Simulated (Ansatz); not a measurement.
Consider Ge in the diamond structure (space group Fd-3m, No. 227; a = 5.761 Å).

The values are results of PBE/PAW in Ansatz (a quantum-chemistry and plane-wave program), no SOC, not measurements.

```
level  band gap  lattice parameter a
-----  --------  -------------------
PBE        zero              5.761 Å
```

Measured: band gap 0.792 eV (static lattice; corrected from measurement; as listed in Anna Miglio et al., npj Computational Materials (2020)); lattice parameter a 5.644 Å (static lattice; corrected from measurement; as listed in Daniel Mejia-Rodriguez, S. B. Trickey, Phys. Rev. B (2018)).

Computed minus measured — band gap: PBE -0.79 eV; lattice parameter a: PBE +2.1 %. A measured gap can be an optical one, lowered by exciton binding. Levels without spin-orbit coupling miss its lowering of the gap, often about a third of the valence-band splitting.

No phonon test of stability was made. A zero or small gap of Ge can be the functional's error rather than a property of the material.
